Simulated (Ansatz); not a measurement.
Ge(SeO3)2 (Pa-3, No. 205; cell taken from a computed entry), treated with r²SCAN (Ansatz, a first-principles code, plane waves, PAW).

Settings: plane-wave cutoff 560 eV, 6×6×6 k mesh, Fermi–Dirac smearing 0.01 eV, scalar-relativistic PAW data made under PBE.

Cell (relaxed with PBEsol):

Space group Pa-3 (No. 205); a = b = c = 7.8128 Å, α = β = γ = 90.00°

```json
[
 {"atom": "Ge", "site": "4b", "symmetry": ".-3.", "x": "0.5000", "y": "0.5000", "z": "0.5000"},
 {"atom": "Se", "site": "8c", "symmetry": ".3.", "x": "0.1700", "y": "0.1700", "z": "0.1700"},
 {"atom": "O", "site": "24d", "symmetry": "1", "x": "0.0271", "y": "0.2605", "z": "0.0279"}
]
```

Task: Estimate the band gap and smallest direct gap on the k points sampled that the calculation returns.

Result: 
- band gap: 3.90 eV
- smallest direct gap on the k points sampled: 3.91 eV

Note: cell and atoms aren't relaxed at this level (largest force component 0.34 eV/Å, pressure -2.2 GPa).

Spin–orbit coupling is not included.

Computed values are for the static lattice.

The result took very roughly 5 core-minutes.
